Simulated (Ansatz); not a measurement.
H4Si, septet, at a GFN2-xTB geometry of the parent state (a higher spin typed on purpose: for a closed-shell molecule this is an excited state); SVWN5/6-31G** in Ansatz (a quantum-chemistry and plane-wave program).

Ansatz was given this input:
Ansatz 0.2 input:
```yaml
crystal:
  periodic: [false, false, false]
  atoms:
    - {symbol: Si, position_ang: [-0.00000000, -0.00000000, -0.00000000]}
    - {symbol: H, position_ang: [0.21636537, 1.47416717, -0.01722191]}
    - {symbol: H, position_ang: [-1.34501321, 0.20450964, 0.60777848]}
    - {symbol: H, position_ang: [1.34501321, -0.20450964, -0.60777848]}
    - {symbol: H, position_ang: [-0.21636537, -1.47416717, 0.01722191]}
basis:
  gaussian:
    orbitals: 6-31G__.json
hamiltonian:
  xc: {name: SVWN5}
magnetization: {spin_polarized: true, initial_magnetization: 6}
```
The basis file holds 6-31G** in the JSON format of the Basis Set Exchange.

### Question
Write the output that Ansatz gives for this input, abridged.

### Answer

```
Functional definition: SVWN5
430 factors; their error is unknown
mean field evaluation 1: about -7884.5128 eV, gradient 4.6e0 eV
mean field evaluation 2: about -7884.6350 eV, gradient 3.0e0 eV
mean field evaluation 4: about -7884.7047 eV, gradient 1.3e-1 eV
mean field evaluation 8: about -7884.6703 eV, gradient 2.3e-3 eV
mean field evaluation 16: about -7884.6703 eV, gradient 4.2e-6 eV
mean field evaluation 32: about -7884.0272 eV, gradient 1.5e-1 eV
mean field -7884.67027038 eV, -289.7562880150 hartree, gradient 3.5e-6 eV, S^2 12.000903; 5 other end points of the search recorded, 0 dependent functions left out
reference -7884.67029949 eV, -289.7562890848 hartree; 12, 6 occupied and 27, 33 virtual orbitals, 430 factors
Total energy: -7884.67029949 eV, -289.7562890848 hartree
```
